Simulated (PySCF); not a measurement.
# doublet CH2ClF− at 6 levels

Wanted: a comparison of 6 runs (UHF/3-21G, U-r2SCAN/aug-cc-pVDZ, U-revPBE/aug-cc-pVDZ, UB3LYP/aug-cc-pVDZ, UM06-L/aug-cc-pVDZ, UTPSS/aug-cc-pVDZ) of doublet CH2ClF−. Input form: a Python script.

The calculation is run with PySCF 2.14.0.

2 further runs of the same task are left out: 2 set aside as unsound or not needed.

**1. Starting point**

CH2ClF− has 5 atoms, charge -1, and is taken as a doublet. SMILES of the parent species: `FCCl`. The shape is that of a PBE0-D4/def2-TZVP optimisation. That shape belongs to the parent species and isn't relaxed for this state.

Bond lengths: F1–C2 1.355 Å, C2–Cl3 1.766 Å, C2–H4 1.089 Å, C2–H5 1.089 Å. Angles: F1–C2–Cl3 110.5°, F1–C2–H4 109.3°, F1–C2–H5 109.3°, Cl3–C2–H4 107.8°, Cl3–C2–H5 107.8°, H4–C2–H5 112.3°.

**2. The energy at UHF/3-21G (run 1)**

input.py reads:

```python
from pyscf import gto

mol = gto.M(
    atom=[
    ('F', (-0.970450, 0.560520, 0.766500)),
    ('C', (0.083560, 0.089320, 0.058070)),
    ('Cl', (-0.422970, -1.232890, -0.998060)),
    ('H', (0.832130, -0.302600, 0.745580)),
    ('H', (0.477720, 0.885670, -0.572080)),
],
    spin=1,
    max_memory=1860,
    charge=-1,
    verbose=3,
    basis='3-21g',
)

calc0 = mol.UHF()
calc0.conv_tol = 1e-10
calc0.kernel()
if not calc0.converged:
    calc0 = calc0.newton().run(calc0.mo_coeff, calc0.mo_occ)

e_final = calc0.e_tot
print('E(%s) = %.9f' % ('HF', e_final))
```

The run is started by

```
$ OMP_NUM_THREADS=1 python input.py
```

Standard output:

```text
converged SCF energy = -594.829650680227  <S^2> = 0.75688048  2S+1 = 2.0068687
E(HF) = -594.829650680
```

It took 0.93 s on 1 thread of Arm Neoverse V1, shared host; peak memory 0.12 GiB.

**3. The energy at U-r2SCAN/aug-cc-pVDZ (run 2)**

job.py reads:

```python
from pyscf import gto, dft

mol = gto.Mole()
mol.atom = '''
F   -0.970450   0.560520   0.766500
C    0.083560   0.089320   0.058070
Cl  -0.422970  -1.232890  -0.998060
H    0.832130  -0.302600   0.745580
H    0.477720   0.885670  -0.572080
'''
mol.verbose = 3
mol.charge = -1
mol.basis = 'aug-cc-pvdz'
mol.spin = 1
mol.max_memory = 1860
mol.build()

mf = dft.UKS(mol, xc='r2scan')
mf.grids.level = 5
mf.conv_tol = 1e-10
mf.kernel()
if not mf.converged:
    mf = mf.newton().run(mf.mo_coeff, mf.mo_occ)

etot = mf.e_tot
print(f'total energy: {etot:.8f} hartree')
```

The run is started by

```
$ OMP_NUM_THREADS=1 python job.py
```

Standard output:

```text
WARN: HOMO -0.0286144778081363 >= LUMO -0.0286144778081372

converged SCF energy = -599.247039076515  <S^2> = 0.75014599  2S+1 = 2.000146
total energy: -599.24703908 hartree
```

It took 59 s on 1 thread of Arm Neoverse V1, shared host; peak memory 0.52 GiB.

Run 3 isn't shown in full; the table further down has it.

**4. A single-point energy at UB3LYP/aug-cc-pVDZ (run 4)**

input.py reads:

```python
from pyscf import gto, dft

mol = gto.M(
    atom=[
    ('F', (-0.970450, 0.560520, 0.766500)),
    ('C', (0.083560, 0.089320, 0.058070)),
    ('Cl', (-0.422970, -1.232890, -0.998060)),
    ('H', (0.832130, -0.302600, 0.745580)),
    ('H', (0.477720, 0.885670, -0.572080)),
],
    basis='aug-cc-pvdz',
    verbose=3,
    spin=1,
    max_memory=1860,
    charge=-1,
)

mf = dft.UKS(mol)
mf.xc = 'b3lyp'
mf.conv_tol = 1e-10
mf.grids.level = 5
mf.kernel()
if not mf.converged:
    mf = mf.newton().run(mf.mo_coeff, mf.mo_occ)

etot = mf.e_tot
print('E = %.10f Eh' % etot)
```

The run is started by

```
$ OMP_NUM_THREADS=1 python input.py
```

Standard output:

```text
converged SCF energy = -599.362105182052  <S^2> = 0.75006057  2S+1 = 2.0000606
E = -599.3621051821 Eh
```

Run time: 28 s. Hardware: 1 thread of Arm Neoverse V1, shared host; peak memory 0.46 GiB.

Run 5 isn't shown in full; the table further down has it.

**5. The energy at UTPSS/aug-cc-pVDZ (run 6)**

input.py reads:

```python
from pyscf import gto, dft

mol = gto.M(
    atom='''
F   -0.970450   0.560520   0.766500
C    0.083560   0.089320   0.058070
Cl  -0.422970  -1.232890  -0.998060
H    0.832130  -0.302600   0.745580
H    0.477720   0.885670  -0.572080
''',
    basis='aug-cc-pvdz',
    charge=-1,
    verbose=3,
    max_memory=1860,
    spin=1,
)

ks = dft.UKS(mol, xc='tpss')
ks.conv_tol = 1e-10
ks.grids.level = 5
ks.kernel()
if not ks.converged:
    ks = ks.newton().run(ks.mo_coeff, ks.mo_occ)

e_tot = ks.e_tot
print('Final energy', e_tot)
```

The run is started by

```
$ OMP_NUM_THREADS=1 python input.py
```

Standard output:

```text
WARN: HOMO -0.0370527977342601 >= LUMO -0.0370527977342592

converged SCF energy = -599.381423233675  <S^2> = 0.75014799  2S+1 = 2.000148
Final energy -599.3814232336753
```

It took 61 s on 1 thread of Arm Neoverse V1, shared host; peak memory 0.52 GiB.

**6. The series**

```
run                 level  integration grid  energy (Eh)  HOMO energy (eV)  LUMO energy (eV)   ⟨S²⟩  wall time
  1             UHF/3-21G                 –  -594.829651              3.27             13.58  0.757     0.93 s
  2  U-r2SCAN/aug-cc-pVDZ                 5  -599.247039              1.89              2.36  0.750       59 s
  3  U-revPBE/aug-cc-pVDZ                 5  -599.220416              1.84              2.30  0.750       26 s
  4    UB3LYP/aug-cc-pVDZ                 5  -599.362105              1.66              2.68  0.750       28 s
  5    UM06-L/aug-cc-pVDZ                 5  -599.308294              2.14              2.41  0.751       83 s
  6     UTPSS/aug-cc-pVDZ                 5  -599.381423              1.89              2.17  0.750       61 s
```

**7. Summary of results**

| quantity | value |
| --- | --- |
| run 6: total energy | -599.38142 Eh |
| run 6: HOMO energy (highest over α and β) | 1.89 eV |
| run 6: LUMO energy (lowest over α and β) | 2.17 eV |
| run 6: ⟨S²⟩ | 0.750 |

**Reading.** Totals of different functionals can't be ranked against each other. In runs 1, 2, 3, 4, 5, 6 the HOMO lies above zero, so the outermost electron may be held by the basis alone. All runs together took 4.3 min, the longest 83 s.
